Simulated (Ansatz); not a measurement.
in.yaml

```yaml
crystal:
  periodic: [false, false, false]
  atoms:
    - {symbol: C, position_ang: [0.639771, 0.000000, 1.299713]}
    - {symbol: Mg, position_ang: [-0.334966, 0.000000, -0.556887]}
    - {symbol: H, position_ang: [0.453646, 0.000000, -2.058971]}
basis:
  gaussian: {orbitals: 6-31G}
magnetization: {spin_polarized: false, initial_magnetization: 1}
correlation: {method: fci, electrons: outside_noble_gas}
```

```sh
$ ansatz run in.yaml --threads 1 --pin off --events-out ev --progress --plain --max-ram 2393MiB
```

The program prints:

```
515 factors; integrals over basis functions are off by at most 8.8e-8 eV
mean field evaluation 1: about -6470.0130 eV, gradient 8.3e0 eV
mean field evaluation 2: about -6470.0387 eV, gradient 8.3e0 eV
mean field evaluation 4: about -6470.7431 eV, gradient 1.3e0 eV
mean field evaluation 8: about -6470.7694 eV, gradient 1.5e-3 eV
mean field evaluation 16: about -6470.4812 eV, gradient 5.2e0 eV
mean field evaluation 32: about -6452.6328 eV, gradient 3.7e1 eV
mean field evaluation 64: about -6470.7691 eV, gradient 4.2e-2 eV
mean field evaluation 96: about -6470.7376 eV, gradient 2.7e-4 eV
mean field evaluation 128: about -6470.7234 eV, gradient 7.5e-1 eV
mean field -6470.76942727 eV, -237.7963904072 hartree, gradient 4.0e-6 eV, S^2 0.750000; 13 other end points of the search recorded, 0 dependent functions left out
mean field evaluation 160: about -6470.8014 eV, gradient 8.1e-1 eV
determinant -6470.76942727 eV, -237.7963904072 hartree, with singles and doubles -6473.31609936 eV, -237.8899788803 hartree
determinant -6470.73759777 eV, -237.7952206946 hartree, with singles and doubles -6473.27834995 eV, -237.8885916149 hartree
determinant -6470.76942727 eV, -237.7963904072 hartree, with singles and doubles -6473.33107767 eV, -237.8905293230 hartree
determinant -6470.73759777 eV, -237.7952206946 hartree, with singles and doubles -6473.29026618 eV, -237.8890295286 hartree
unrestricted determinant -6471.53966792 eV, -237.8246962289 hartree, S^2 1.6583
6 core orbitals not correlated: weight in the atoms' cores, before any rotation towards them, 1.000 or more for the frozen orbitals, at most 0.000 for the correlated occupied ones
reference -6470.76942727 eV, -237.7963904072 hartree; 4, 3 occupied and 14, 15 virtual orbitals, 515 factors
state -6473.45647942 eV, -237.8951377521 hartree
Total energy: -6473.45647942 eV, -237.8951377521 hartree
```

Natural occupations: 1.9553 1.9425 1.8330 0.9861 0.1259 0.0768 0.0250 0.0196 0.0142 0.0079 0.0037 0.0036 0.0026 0.0013 0.0011 0.0006 0.0005 0.0004.

Ran on 1 thread of Arm Neoverse V2, shared host: 29 s wall, 0.25 GiB peak host memory.
